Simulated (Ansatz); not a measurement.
**LiF, singlet: up the ladder of correlation methods**

Computed with Ansatz's Gaussian-basis code (development build); BCCD by scripts on PySCF. Basis STO-3G, 1 core orbital frozen, nonrelativistic. Perturbation and coupled-cluster methods stand on the Hartree–Fock determinant that coupled cluster favours. The state met can change along the bond. A minimal or small basis: far from the basis limit. The unrestricted determinant is a mixture of spins, so it may stand for another state.

Correlation energy of CCSD(T), then each method's total less that of CCSD(T), in eV:

```tsv
case	E corr CCSD(T)	BCCD	BCCD(T)	determinant
1.408 Å RHF	-1.791	+0.443	+0.025	–
1.799 Å RHF	-2.223	+0.816	+0.053	–
2.190 Å RHF	-2.386	+0.686	+0.126	–
2.581 Å RHF	-3.033	+0.186	+0.110	–
3.441 Å RHF	-5.025	+0.024	+0.015	–
3.441 Å UHF	-0.016	-0.009	-0.017	⟨S²⟩ = 1.000
4.066 Å RHF	-6.024	+0.012	+0.005	–
```

Task: Give full CI less CCSD(T). Is CCSD(T) good to 1 kcal/mol?

Result: 1.408 Å RHF: +0.009 eV (within); 1.799 Å RHF: +0.033 eV (within); 2.190 Å RHF: -0.110 eV (outside); 2.581 Å RHF: -0.016 eV (within); 3.441 Å RHF: +0.013 eV (within); 3.441 Å UHF: -0.019 eV (within, spin-contaminated determinant); 4.066 Å RHF: +0.007 eV (within).

Task: Which method comes nearest to full CI in total energy for 1.799 Å RHF?

Result: BCCD(T), 0.020 eV away; next CCSD(T) (0.033 eV), last BCCD (0.783 eV).
